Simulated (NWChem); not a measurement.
# One shape, several levels: [N2H5]+ (SMILES N[NH3+])

We compute a comparison of 5 runs (HF/STO-3G, HF/6-31G**, B3LYP/6-31G*, B3LYP/pcseg-1, CCSD(T)/def2-TZVP) of [N2H5]+. 

Program for the calculation: NWChem 7.3.0.

## 1. The system as given

[N2H5]+ has 7 atoms, charge +1, and is taken as a singlet. SMILES: `N[NH3+]`. The coordinates come from a GFN2-xTB relaxation.

Bond lengths: N1–N2 1.428 Å, N1–H3 1.016 Å, N1–H4 1.016 Å, N2–H5 1.036 Å, N2–H6 1.036 Å, N2–H7 1.042 Å. Angles: N1–N2–H5 108.0°, N1–N2–H6 108.0°, N1–N2–H7 116.6°, N2–N1–H3 112.3°, N2–N1–H4 112.3°, H5–N2–H6 106.9°, H5–N2–H7 108.4°, H6–N2–H7 108.4°, H3–N1–H4 109.8°.

## 2. Energy and forces at HF/STO-3G (run 1)

Contents of run.py:

```python
from ase import Atoms
from ase.calculators.nwchem import NWChem

molecule = Atoms('NNHHHHH', positions=[
    [-0.438190, -0.751510, 0.037660],
    [0.122150, 0.559720, -0.036280],
    [-0.219510, -1.215240, 0.914850],
    [-0.152390, -1.337080, -0.741980],
    [-0.205920, 0.998530, -0.915880],
    [-0.267800, 1.119300, 0.743960],
    [1.161650, 0.626280, -0.002340],
])

calc = NWChem(
    label='test',
    theory='scf',
    memory='2200 mb',
    basis='STO-3G',
    basispar='spherical bse',
    charge=1,
    scf={'nopen': '0', 'rhf': None, 'thresh': '1e-08', 'maxiter': '80'},
)
molecule.calc = calc

forces = molecule.get_forces()
print("Total energy (eV):", round(molecule.get_potential_energy(), 6))
print("forces (eV/A):")
for s, f in zip(molecule.symbols, forces):
    print(f"{s:2s} {f[0]:10.5f} {f[1]:10.5f} {f[2]:10.5f}")
print("dipole (e A):", molecule.get_dipole_moment().round(4))
```

Launch:

```sh
export ASE_NWCHEM_COMMAND="nwchem PREFIX.nwi > PREFIX.nwo"
python run.py
```

The log of the run:

```text
Total energy (eV): -2997.403512
forces (eV/A):
N    -2.23743   -1.30041    0.00437
N     0.88405    0.70782   -0.01620
H     0.56060   -0.03039    1.05220
H     0.64031   -0.17967   -0.98628
H    -0.15108    0.33759   -0.50440
H    -0.18728    0.40243    0.43585
H     0.49082    0.06258    0.01445
dipole (e A): [ 0.3802  0.3598 -0.011 ]
```

The calculator wrote test.nwi:

```
title "test"

permanent_dir test

scratch_dir test

start test

geometry units angstrom nocenter noautosym noautoz
  N  -4.3819000000000002e-01 -7.5151000000000001e-01 3.7659999999999999e-02
  N  1.2214999999999999e-01 5.5972000000000000e-01 -3.6280000000000000e-02
  H  -2.1951000000000001e-01 -1.2152400000000001e+00 9.1485000000000005e-01
  H  -1.5239000000000000e-01 -1.3370800000000000e+00 -7.4197999999999997e-01
  H  -2.0591999999999999e-01 9.9853000000000003e-01 -9.1588000000000003e-01
  H  -2.6779999999999998e-01 1.1193000000000000e+00 7.4395999999999995e-01
  H  1.1616500000000001e+00 6.2627999999999995e-01 -2.3400000000000001e-03
end

charge 1

memory 2200 mb

basis spherical bse noprint
   * library STO-3G
end

scf
  nopen 0
  rhf
  thresh 1e-08
  maxiter 80
end

task scf gradient
```

test.nwo:

```text
Northwest Computational Chemistry Package (NWChem) 7.3.0
             --------------------------------------------------------

           Job information
           ---------------

    nwchem branch   = 7.3.0
    use scalapack   = T
    input           = test.nwi
    prefix          = test.
    data base       = test/test.db
    status          = startup
    nproc           =        1

           Memory information
           ------------------

[... 5 lines left out ...]
    hardfail = no
[... 135 lines left out ...]
         Quadratically convergent ROHF
[... 14 lines left out ...]
       Final RHF  results
[... 4 lines left out ...]
      Two-electron energy =     80.228685176225
[... 24 lines left out ...]
                       ROHF Final Molecular Orbital Analysis
[... 162 lines left out ...]
                 ----------------------------------------
                 |  Time  |  1-e(secs)   |  2-e(secs)   |
                 ----------------------------------------
                 |  CPU   |       0.00   |       0.02   |
                 ----------------------------------------
                 |  WALL  |       0.00   |       0.02   |
                 ----------------------------------------

 Task  times  cpu:        0.3s     wall:        0.3s
 Total times  cpu:        0.3s     wall:        0.3s
```

Run time: 1.2 s. Hardware: 1 thread of Intel Xeon Platinum 8488C (Sapphire Rapids), shared host; peak memory 0.1 GiB.

## 3. Energy and gradient at HF/6-31G(d,p) (spherical functions) (run 2)

Contents of h5n2.xyz:

```xyz
7
H5N2 hf
N     -0.438190    -0.751510     0.037660
N      0.122150     0.559720    -0.036280
H     -0.219510    -1.215240     0.914850
H     -0.152390    -1.337080    -0.741980
H     -0.205920     0.998530    -0.915880
H     -0.267800     1.119300     0.743960
H      1.161650     0.626280    -0.002340
```

Contents of run.py:

```python
from ase.io import read
from ase.calculators.nwchem import NWChem

system = read('h5n2.xyz')

calc = NWChem(
    label='h5n2',
    theory='scf',
    memory='2200 mb',
    basis='6-31G**',
    basispar='spherical bse',
    charge=1,
    scf={'nopen': '0', 'rhf': None, 'thresh': '1e-08', 'maxiter': '80'},
)
system.calc = calc

forces = system.get_forces()
e = system.get_potential_energy()
print(f"E = {e:.6f} eV")
print("forces (eV/A):")
for s, f in zip(system.symbols, forces):
    print(f"{s:2s} {f[0]:10.5f} {f[1]:10.5f} {f[2]:10.5f}")
print("dipole (e A):", system.get_dipole_moment().round(4))
```

Launch:

```sh
export ASE_NWCHEM_COMMAND="nwchem PREFIX.nwi > PREFIX.nwo"
python run.py
```

The log of the run:

```text
E = -3034.962443 eV
forces (eV/A):
N    -0.03918   -0.72860    0.05147
N     0.42871    0.50471   -0.02103
H     0.05687    0.63352   -0.51263
H     0.01671    0.70232    0.41868
H     0.33429   -0.41919    0.96586
H     0.40176   -0.55546   -0.86862
H    -1.19916   -0.13730   -0.03373
dipole (e A): [ 0.3673  0.335  -0.0098]
```

The calculator wrote h5n2.nwi:

```
title "h5n2"

permanent_dir h5n2

scratch_dir h5n2

start h5n2

geometry units angstrom nocenter noautosym noautoz
  N  -4.3819000000000002e-01 -7.5151000000000001e-01 3.7659999999999999e-02
  N  1.2214999999999999e-01 5.5972000000000000e-01 -3.6280000000000000e-02
  H  -2.1951000000000001e-01 -1.2152400000000001e+00 9.1485000000000005e-01
  H  -1.5239000000000000e-01 -1.3370800000000000e+00 -7.4197999999999997e-01
  H  -2.0591999999999999e-01 9.9853000000000003e-01 -9.1588000000000003e-01
  H  -2.6779999999999998e-01 1.1193000000000000e+00 7.4395999999999995e-01
  H  1.1616500000000001e+00 6.2627999999999995e-01 -2.3400000000000001e-03
end

charge 1

memory 2200 mb

basis spherical bse noprint
   * library 6-31G**
end

scf
  nopen 0
  rhf
  thresh 1e-08
  maxiter 80
end

task scf gradient
```

h5n2.nwo:

```text
Northwest Computational Chemistry Package (NWChem) 7.3.0
             --------------------------------------------------------

           Job information
           ---------------

    nwchem branch   = 7.3.0
    use scalapack   = T
    input           = h5n2.nwi
    prefix          = h5n2.
    data base       = h5n2/h5n2.db
    status          = startup
    nproc           =        1

           Memory information
           ------------------

[... 5 lines left out ...]
    hardfail = no
[... 135 lines left out ...]
         Quadratically convergent ROHF
[... 15 lines left out ...]
       Final RHF  results
[... 4 lines left out ...]
      Two-electron energy =     80.842203416448
[... 28 lines left out ...]
                       ROHF Final Molecular Orbital Analysis
[... 194 lines left out ...]
                 ----------------------------------------
                 |  Time  |  1-e(secs)   |  2-e(secs)   |
                 ----------------------------------------
                 |  CPU   |       0.00   |       0.25   |
                 ----------------------------------------
                 |  WALL  |       0.00   |       0.25   |
                 ----------------------------------------

 Task  times  cpu:        2.4s     wall:        2.4s
 Total times  cpu:        2.4s     wall:        2.4s
```

Wall time 3.6 s (1 thread of Intel Xeon Platinum 8488C (Sapphire Rapids), shared host); peak memory 0.1 GiB.

Run 3 isn't shown in full; the table further down has it.

## 4. Energy and forces at B3LYP/pcseg-1 (run 4)

Edit h5n2.xyz of step 3 so:

```diff
@@ -1,3 +1,3 @@
 7
-H5N2 hf
+
 N     -0.438190    -0.751510     0.037660
```

Contents of run.py:

```python
from ase.io import read
from ase.calculators.nwchem import NWChem

mol = read('h5n2.xyz')

calc = NWChem(
    label='h5n2',
    theory='dft',
    memory='2200 mb',
    basis='pcseg-1',
    basispar='spherical bse',
    charge=1,
    dft={'xc': 'b3lyp', 'mult': '1', 'grid': 'xfine', 'convergence': 'energy 1e-08', 'iterations': '100', 'mulliken': None},
)
mol.calc = calc

forces = mol.get_forces()
print(f"energy = {mol.get_potential_energy():.6f} eV")
print("forces (eV/A):")
for s, f in zip(mol.symbols, forces):
    print(f"{s:2s} {f[0]:10.5f} {f[1]:10.5f} {f[2]:10.5f}")
print("dipole (e A):", mol.get_dipole_moment().round(4))
```

Launch:

```sh
export ASE_NWCHEM_COMMAND="nwchem PREFIX.nwi > PREFIX.nwo"
python run.py
```

The log of the run:

```text
energy = -3052.736513 eV
forces (eV/A):
N    -0.68623   -0.18738   -0.01399
N     0.20430   -0.16172    0.01918
H     0.23119    0.14871    0.26040
H     0.24981    0.11102   -0.25876
H     0.08089    0.02515    0.20384
H     0.09493   -0.00725   -0.19988
H    -0.17489    0.07148   -0.01070
dipole (e A): [ 0.3486  0.3374 -0.0107]
```

The calculator wrote h5n2.nwi:

```
title "h5n2"

permanent_dir h5n2

scratch_dir h5n2

start h5n2

geometry units angstrom nocenter noautosym noautoz
  N  -4.3819000000000002e-01 -7.5151000000000001e-01 3.7659999999999999e-02
  N  1.2214999999999999e-01 5.5972000000000000e-01 -3.6280000000000000e-02
  H  -2.1951000000000001e-01 -1.2152400000000001e+00 9.1485000000000005e-01
  H  -1.5239000000000000e-01 -1.3370800000000000e+00 -7.4197999999999997e-01
  H  -2.0591999999999999e-01 9.9853000000000003e-01 -9.1588000000000003e-01
  H  -2.6779999999999998e-01 1.1193000000000000e+00 7.4395999999999995e-01
  H  1.1616500000000001e+00 6.2627999999999995e-01 -2.3400000000000001e-03
end

charge 1

memory 2200 mb

basis spherical bse noprint
   * library pcseg-1
end

dft
  xc b3lyp
  mult 1
  grid xfine
  convergence energy 1e-08
  iterations 100
  mulliken
end

task dft gradient
```

h5n2.nwo:

```text
Northwest Computational Chemistry Package (NWChem) 7.3.0
             --------------------------------------------------------

           Job information
           ---------------

    nwchem branch   = 7.3.0
    use scalapack   = T
    input           = h5n2.nwi
    prefix          = h5n2.
    data base       = h5n2/h5n2.db
    status          = startup
    nproc           =        1

           Memory information
           ------------------

[... 5 lines left out ...]
    hardfail = no
[... 104 lines left out ...]
  convergence criterion.
[... 41 lines left out ...]
          Spatial weights used:  Erf1
[... 34 lines left out ...]
 1-e energy   =    -230.749645
[... 43 lines left out ...]
           Coulomb energy =       95.729491353563
[... 449 lines left out ...]
          Convergence on density requested:  1.00D-05
[... 27 lines left out ...]
          total energy or number of iterations.
[... 38 lines left out ...]
                 ----------------------------------------
                 |  Time  |  1-e(secs)   |  2-e(secs)   |
                 ----------------------------------------
                 |  CPU   |       0.00   |       0.23   |
                 ----------------------------------------
                 |  WALL  |       0.00   |       0.23   |
                 ----------------------------------------

 Task  times  cpu:       12.5s     wall:       12.5s
 Total times  cpu:       12.5s     wall:       12.5s
```

Wall time 14 s (1 thread of Intel Xeon Platinum 8488C (Sapphire Rapids), shared host); peak memory 0.13 GiB.

## 5. A single-point energy at CCSD(T)/def2-TZVP (run 5)

Contents of input.nw:

```
start input
title "H5N2 energy"
memory 2200 mb
charge 1

geometry noautosym nocenter noautoz
 N     -0.438190    -0.751510     0.037660
 N      0.122150     0.559720    -0.036280
 H     -0.219510    -1.215240     0.914850
 H     -0.152390    -1.337080    -0.741980
 H     -0.205920     0.998530    -0.915880
 H     -0.267800     1.119300     0.743960
 H      1.161650     0.626280    -0.002340
end

basis spherical bse
 * library def2-TZVP
end

scf
 thresh 1e-08
 maxiter 80
end

ccsd
 freeze core 2
 maxiter 60
end

task ccsd(t) energy
```

Launch:

```sh
nwchem input.nw > input.out
```

The log of the run:

```text
[...]
  functions       =    92
[...]
  wavefunction    = RHF
[...]
         Total SCF energy =   -111.572950584514
      One-electron energy =   -240.224884080389
      Two-electron energy =     80.912815694642
 Nuclear repulsion energy =     47.739117801233
        Time for solution =     10.7s
[...]
 Total MP2 energy:           -111.991851505127215
[...]
             energy      energy      error      ampl     ampl      Block
                                                time     time      time
[...]
 Total CCSD energy:           -112.014915315453536
[...]
 Total CCSD+T(CCSD) energy:           -112.029582910891151
[...]
 Total CCSD(T) energy:                -112.029246484027297
[...]
```

It took 89 s on 1 thread of Intel Xeon Platinum 8488C (Sapphire Rapids), shared host; peak memory 0.2 GiB.

## 6. All runs side by side

| run | level | iteration cap | module | energy (Eh) | HOMO energy (eV) | LUMO energy (eV) | HOMO–LUMO gap (eV) | wall time |
| --- | --- | --- | --- | --- | --- | --- | --- | --- |
| 1 | HF/STO-3G | 80 | scf | -110.152548 | -17.18 | 6.22 | 23.39 | 1.2 s |
| 2 | HF/6-31G** (spherical functions) | 80 | scf | -111.532814 | -18.28 | -1.33 | 16.95 | 3.6 s |
| 3 | B3LYP/6-31G* (spherical functions) | 100 | dft | -112.201081 | -13.75 | -5.32 | 8.43 | 10 s |
| 4 | B3LYP/pcseg-1 | 100 | dft | -112.185999 | -13.96 | -5.89 | 8.06 | 14 s |
| 5 | CCSD(T)/def2-TZVP | 80 | ccsd(t) | -112.029246 | -18.35 | -2.76 | 15.59 | 89 s |

## 7. Outcome

```
                                          quantity          value
                               run 5: total energy  -112.02925 Eh
        run 5: HOMO energy (Hartree–Fock orbitals)      -18.35 eV
        run 5: LUMO energy (Hartree–Fock orbitals)       -2.76 eV
      run 5: HOMO–LUMO gap (Hartree–Fock orbitals)       15.59 eV
run 5: correlation energy (2 core orbitals frozen)     -456.3 mEh
                             run 5: (T) correction     -14.33 mEh
```

What this shows: Over runs 1, 2, 3, 4 the HOMO–LUMO gap runs from 8.06 eV (B3LYP/pcseg-1) to 23.39 eV (HF/STO-3G). The two ends differ in method and basis. In run 1 the basis is minimal, so the values are rough. All runs together took 2 min, the longest 89 s.
